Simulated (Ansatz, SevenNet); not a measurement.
**Pyrite PtSb2, lattice constant a**

Reference value: 6.44 Å (measured, temperature not stated, no zero-point or thermal correction; as tabulated in Saeed et al. (2013), arXiv:1402.4256).

**Question.** What do SevenNet-0, LDA, PBE, PBE-D3(BJ), HSE06 give, and how far is each from the reference?

**Answer.** 
| level (code) | value (Å) | difference (%) |
|---|---|---|
| SevenNet-0 (SevenNet) | 6.563 | +1.91 |
| LDA (Ansatz) | 6.422 | -0.28 |
| PBE (Ansatz) | 6.553 | +1.75 |
| PBE-D3(BJ) (Ansatz) | 6.473 | +0.51 |
| HSE06 (Ansatz) | 6.465 | +0.39 |

The reference's temperature isn't stated, so close values are not ranked against it. Off by more than 1.25 % (a bound picked here): SevenNet-0 (+1.91 %), PBE (+1.75 %).

The reference has no zero-point or thermal correction, while the calculations are for a static lattice, so the differences are not the levels' errors alone. A static lattice is as a rule a little smaller than the measured one.  Density-functional levels without +SOC have no spin–orbit coupling. Cutoffs and k meshes differ between the levels. Ansatz's density-functional and Hartree–Fock values are scalar-relativistic unless marked +SOC, with PAW data made under PBE.

Machine-learned potentials (SevenNet-0) are trained on DFT data, which may include these solids.

Differences are worked out from the printed values.

Ansatz is a quantum-chemistry and plane-wave program.
